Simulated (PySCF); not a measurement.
## magnesium dihydride: 4 charge schemes on one density

Compound: magnesium dihydride, MgH₂.
Z-matrix (Å and degrees, PBE0-D3(BJ)/def2-TZVP geometry), rows numbered from 1:
```
Mg
H   1  1.7055
H   1  1.7056  2  179.56
```

Density: PBE0/pcSseg-2 (PySCF); schemes: Mulliken, IAO, Hirshfeld and ESP-fitted. Geometry: PBE0-D3(BJ)/def2-TZVP; no solvent, vibrations or thermal averaging.

**Question.** For which atoms does the sign change between the 4 schemes (beyond +0.03 e in one, beyond −0.03 e in another)?

**Answer.** For none.

**Question.** Do the Mulliken, IAO, Hirshfeld and ESP-fitted schemes agree on where the charge is highest?

**Answer.** All schemes agree: Mulliken Mg1 (+0.631); IAO Mg1 (+1.171); Hirshfeld Mg1 (+0.538); ESP-fitted Mg1 (+0.876).

**Question.** Which atoms carry the lowest charge in the Mulliken, IAO, Hirshfeld and ESP-fitted schemes?

**Answer.** All schemes agree: Mulliken H2 and H3 (-0.315); IAO H2 and H3 (-0.585); Hirshfeld H2 and H3 (-0.269); ESP-fitted H2 and H3 (-0.438).

**Question.** What partial charge does each atom carry?

**Answer.** In e:

```tsv
atom	environment	Mulliken	IAO	Hirshfeld	ESP-fitted
Mg1	magnesium bonded to 2 H	+0.631	+1.171	+0.538	+0.876
H2	hydrogen on Mg1	-0.315	-0.585	-0.269	-0.438
H3	hydrogen on Mg1	-0.315	-0.585	-0.269	-0.438
```

Mean size of the charges over all atoms: IAO 0.780 e, ESP-fitted 0.584 e, Mulliken 0.420 e, Hirshfeld 0.359 e. Each set sums to the total charge, 0, to within 0.001 e. The ESP scheme is a least-squares fit of atom-centred charges to the potential on four shells outside the van der Waals surface, with the total charge fixed. The Mulliken scheme counts on each atom the diagonal of the density matrix times the overlap matrix over that atom's basis functions.

**Question.** Sum the charges by element, for elements with more than one atom.

**Answer.** 
```
element  atoms  Mulliken     IAO  Hirshfeld  ESP-fitted
      H      2    -0.631  -1.170     -0.538      -0.876
```

**Question.** How many electrons does the ESP-fitted scheme count on Mg1?

**Answer.** Z − q = 12 − (+0.876) = 11.124.
